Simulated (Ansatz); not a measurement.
Mulliken charges of C$_{3}$H$_{5}$N (`CN1C=C1`) from r2SCAN/def2-TZVPP in Ansatz (PBE0-D4/def2-TZVP geometry).

```tsv
atom	x (Å)	y (Å)	z (Å)	charge (e)
C1	-1.051	0.352	-0.352	0.001
N2	-0.242	-0.548	0.467	-0.286
C3	1.107	-0.818	-0.098	-0.089
C4	1.075	0.023	0.857	-0.090
H5	-0.448	1.054	-0.945	0.013
H6	-1.720	0.923	0.299	0.047
H7	-1.670	-0.242	-1.030	0.047
H8	1.560	-1.466	-0.826	0.178
H9	1.478	0.675	1.610	0.178
```

Problem. By hand: the dipole of these point charges (1 e Å = 4.8032 D).

Solution. Σ q r = (0.248, 0.133, -0.109) e Å, of length 0.302 e Å = 1.45 D.

Problem. How does the dipole of the full density compare? (Best estimate.)

Solution. Computed: (0.233, 0.161, -0.134) e Å, 1.50 D; the point charges give 0.97 times that, at 7° from its direction.

Point charges leave out the atoms' own dipoles, such as those of lone pairs, and Mulliken's split depends on the basis, so the close match here is no proof of good charges.
